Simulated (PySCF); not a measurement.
Fractional electron number in C⁻ (carbon, charge -1)

The 2p alpha orbital of [He] 2s2 2p3 is emptied in steps (occupation f), with all orbitals relaxed, ending at [He] 2s2 2p2. Calculation: PySCF 2.14, in aug-cc-pVTZ-DK (5s4p3d2f, 46 functions); scalar relativity by spin-free X2C-1e. The exact energy is a straight line in f; departures are measured from the line between the end points of the same method.

```
  f  LDA (eV)  PBE (eV)  PBE0 (eV)  r2SCAN (eV)  r2SCAN0 (eV)  B3LYP (eV)
  1     0.000     0.000      0.000        0.000         0.000       0.000
0.9    -0.333    -0.322     -0.214       -0.294        -0.192      -0.234
0.7    -0.806    -0.776     -0.514       -0.702        -0.457      -0.564
0.5    -0.993    -0.951     -0.628       -0.851        -0.554      -0.691
0.3    -0.860    -0.819     -0.539       -0.725        -0.472      -0.595
0.1    -0.378    -0.358     -0.235       -0.316        -0.206      -0.260
  0     0.000     0.000      0.000        0.000         0.000       0.000
```

| method | E(f=0) − E(f=1) (eV) | −ε at f=1 (eV) | −ε at f=0.5 (eV) |
| --- | --- | --- | --- |
| LDA | 1.797 | -1.826 | 1.634 |
| PBE | 1.576 | -1.936 | 1.445 |
| PBE0 | 1.409 | -0.924 | 1.334 |
| r2SCAN | 1.487 | -1.735 | 1.419 |
| r2SCAN0 | 1.366 | -0.734 | 1.323 |
| B3LYP | 1.367 | -1.183 | 1.273 |

Orbital energy along the path (eV):

```json
{"f": "1", "LDA": "1.826", "PBE": "1.936", "PBE0": "0.924", "r2SCAN": "1.735", "r2SCAN0": "0.734", "B3LYP": "1.183"}
{"f": "0.9", "LDA": "1.223", "PBE": "1.339", "PBE0": "0.525", "r2SCAN": "1.163", "r2SCAN0": "0.362", "B3LYP": "0.751"}
{"f": "0.7", "LDA": "-0.114", "PBE": "0.024", "PBE0": "-0.356", "r2SCAN": "-0.078", "r2SCAN0": "-0.450", "B3LYP": "-0.204"}
{"f": "0.5", "LDA": "-1.634", "PBE": "-1.445", "PBE0": "-1.334", "r2SCAN": "-1.419", "r2SCAN0": "-1.323", "B3LYP": "-1.273"}
{"f": "0.3", "LDA": "-3.314", "PBE": "-3.045", "PBE0": "-2.386", "r2SCAN": "-2.813", "r2SCAN0": "-2.229", "B3LYP": "-2.435"}
{"f": "0.1", "LDA": "-5.117", "PBE": "-4.729", "PBE0": "-3.481", "r2SCAN": "-4.271", "r2SCAN0": "-3.180", "B3LYP": "-3.659"}
{"f": "0", "LDA": "-6.048", "PBE": "-5.582", "PBE0": "-4.033", "r2SCAN": "-5.022", "r2SCAN0": "-3.664", "B3LYP": "-4.283"}
```

At f = 1 the orbital energy is positive for LDA, PBE, PBE0, r2SCAN, r2SCAN0, B3LYP: only the finite basis holds the electron.

Reference removal energy between the ground levels: 1.262 eV (measured; photodetachment measurements, as compiled on the Wikipedia data page of electron affinities). The calculation has no spin-orbit coupling.
